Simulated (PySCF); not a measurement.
Gas-phase reaction: 2 SiCl3 + 2 ClO ⇌ Si2O2 + 4 Cl2

Method: PySCF energies (xtb for GFN2) plus ideal-gas RRHO corrections (1 bar). † marks an energy on the PBE0/def2-TZVP geometry and frequencies; other levels use their own. Open shells (unrestricted): SiCl3 (multiplicity 2), ClO (multiplicity 2); the rest are closed-shell singlets. GFN2 has no spin-polarisation term. Spin-orbit splitting is ignored; it lowers the true energy and changes the entropy of ClO. B3LYP is the form with VWN-RPA correlation. Si2O2: computed as isolated molecules; such fragments, hydroxides, amides, oligomers or adducts are transient or little studied in the gas.

B3LYP/def2-TZVP† gives ΔH°(298 K) = 48 kJ.

Task: What do GFN2-xTB, BLYP/def2-TZVP†, PBE/def2-SVP give?

Result: GFN2-xTB: -328 kJ; BLYP/def2-TZVP†: 35 kJ; PBE/def2-SVP: 120 kJ. For scale, ΔH°(298 K) is 48 kJ at this level, 18 kJ at ωB97M-V/def2-TZVP†, and runs from -328 to 161 kJ over the 14 levels computed.
